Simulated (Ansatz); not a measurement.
# AlClO: vertical ionisation energy

How much energy removes an electron from AlClO at fixed geometry? The cation is run at each level and the neutral's energy taken from earlier runs.

Program: Ansatz 0.2.0, Gaussian basis. Level of theory: unrestricted cation, the program's frozen cores in correlated methods. These are calculated values, not measurements.

The runs, in order: UKS PBE-D4/def2-TZVPP; UKS r2SCAN-D4/def2-TZVPP; UKS PBE0-D4/def2-TZVPP; UKS B3LYP-D4/def2-TZVPP; UKS wB97X-V/def2-TZVPP; UKS wB97M-V/def2-TZVPP; UKS B2PLYP/def2-TZVPP; UHF-CCSD(T)/def2-TZVPP; UHF-CCSD(T)/def2-QZVPP; extrapolation to the limit; then −ε(HOMO) from the neutral's earlier runs with LDA (SPW92), PBE-D4, revPBE-D4, BLYP-D4, r2SCAN-D4, B97M-V, PBE0-D4, B3LYP-D4, r2SCANh-D4, r2SCAN0-D4, HSE06-D4, BHLYP-D4, CAM-B3LYP-D4, LC-ωPBE, ωB97X-V, ωB97M-V.

## Step 1: The geometry

An earlier PBE0-D4 in a triple-zeta def2 set relaxation fixed the geometry.

SMILES `[O]=[Al][Cl]`, 3 atoms, charge 0, spin multiplicity 1.

Atoms are counted from 1 here; the program's logs count them from 0.

Bond lengths: O1–Al2 1.592 Å, Al2–Cl3 2.059 Å. Angles: O1–Al2–Cl3 180.0°.

Geometry (Å):

| atom | x (Å) | y (Å) | z (Å) |
| --- | --- | --- | --- |
| O1 | 0.1095 | 1.7261 | 0.2506 |
| Al2 | 0.0097 | 0.1535 | 0.0223 |
| Cl3 | -0.1192 | -1.8796 | -0.2729 |

## Step 2: Cation, UKS PBE-D4/def2-TZVPP

The input, in.yaml:

```yaml
crystal:
  periodic: [false, false, false]
  atoms:
    - {symbol: O, position_ang: [0.109491, 1.726089, 0.250583]}
    - {symbol: Al, position_ang: [0.009737, 0.153532, 0.022293]}
    - {symbol: Cl, position_ang: [-0.119238, -1.879631, -0.272866]}
basis:
  gaussian: {orbitals: def2-TZVPP}
total_charge: 1
magnetization: {spin_polarized: true, initial_magnetization: 1}
hamiltonian: {xc: pbe, dispersion: d4}
```

On the command line:

```sh
$ ansatz run in.yaml --threads 4 --pin off --events-out ev --progress --plain --max-ram 10444MiB
```

Further steps of the session: Cation, UKS r2SCAN-D4/def2-TZVPP; Cation, UKS PBE0-D4/def2-TZVPP; Cation, UKS B3LYP-D4/def2-TZVPP; Cation, UKS wB97X-V/def2-TZVPP; Cation, UKS wB97M-V/def2-TZVPP; Cation, UKS B2PLYP (frozen core)/def2-TZVPP; Cation, UHF-CCSD(T)/def2-TZVPP; Cation, UHF-CCSD(T)/def2-QZVPP.

**Question.** What will the summary of the whole plan be? Wanted: ionisation energy, CCSD(T)/CBS; nearest functional by difference; nearest −ε(HOMO); −ε(HOMO) of PBE; T1 of the cation.

As calculated:

| quantity | value |
| --- | --- |
| ionisation energy, CCSD(T)/CBS | 10.36 eV |
| nearest functional by difference | PBE-D4 (+0.03 eV) |
| nearest −ε(HOMO) | ωB97X-V (-0.04 eV) |
| −ε(HOMO) of PBE | 6.55 eV |
| T1 of the cation | 0.014 |

What this shows: By cation minus neutral, the functionals miss by 0.30 eV at most. The PBE orbital energy is 3.8 eV too small: a semilocal HOMO is no ionisation energy. Among orbital estimates ωB97X-V comes nearest. Hartree-Fock falls 2.34 eV short, as the neutral has more correlation energy than the cation.
